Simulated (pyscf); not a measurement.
**Routes from HO–GaH–Cl (SMILES [OH][GaH][Cl])**

Candidate steps break at most two bonds and form at most two. Each was searched with GFN2-xTB (tblite) first. Optimised with ωB97X-D3(BJ)/def2-SVP in PySCF. MP2 and CC: frozen core, UHF for open shells. ΔMP2 is the change of the MP2 total energy from the triple- to the quadruple-zeta basis. Energies: CCSD(T)/def2-TZVPP + ΔMP2(QZVPP), kJ/mol, from the reactant's lowest minimum found, singlet surface; ΔG‡ with ideal gas, 1 atm, RRHO with modes under 100 cm⁻¹ raised to 100, one conformer, R ln 2 for chiral ones without a mode under 150 cm⁻¹.

```csv
products,type,ΔE‡,ΔE,ΔG‡ 298 K,ΔG‡ 900 K,ν‡ (cm⁻¹)
HO–Ga [singlet] + HCl,"1,1-elimination",239.7,+131.6,229.1,225.6,1207i
Cl–Ga [singlet] + H₂O,"1,1-elimination",245.5,+57.0,235.4,233.3,1485i
```

Row 1: On the reactant side the descent ends in a point that may be a rotor saddle (no frequency run), 6.7 kJ/mol over the lowest minimum found and 247.9 kJ/mol under the saddle at ωB97X-D3(BJ)/def2-TZVP. Row 2: On the product side the descent ends in a bound adduct (not fully relaxed), 42.4 kJ/mol under the separated species and 230.0 kJ/mol under the saddle at ωB97X-D3(BJ)/def2-TZVP. 

Plain bond fissions and candidates not yet searched are not listed, and one of them may be faster. Each barrier is that of the saddle found; lower ones may exist. The CCSD(T) − MP2 part came from Ansatz, without density fitting, on the same reference. The frozen core leaves the outer d or s,p core shells of the metals and heavy elements correlated in the MP2 and CC values, and def2-TZVPP describes them poorly, which can shift differences by a few kcal/mol. Elements up to Kr have no core potential and no relativistic terms here.
